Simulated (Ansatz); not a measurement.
Molecule: P2, net charge 1, doublet state. SMILES of the parent species: P#P
Coordinates optimised at B3LYP-D3(BJ)/def2-TZVP (Ansatz, an electronic-structure program):
```xyz
2

P      0.0000     0.0000    -0.9881
P      0.0000     0.0000     0.9881
```
Charge +1, spin multiplicity 2.

Parts of the frozen-core correlation energy in cc-pVTZ (Ansatz, hartree). Frozen orbitals: 10; correlated occupied orbitals by spin: 5 and 4; virtual: 53 and 54. Open shells are spin-unrestricted. Spin-orbit coupling is left out. No relativistic terms.

```
term                            value
-------------------------  ----------
reference (HF)             -681.15676
MP2 opposite-spin            -0.15743
MP2 same-spin                -0.04677
CCSD correlation             -0.25095
(T)                          -0.01677
T1 diagnostic                   0.084
largest doubles amplitude       0.157
<S^2> of the reference          1.179
```
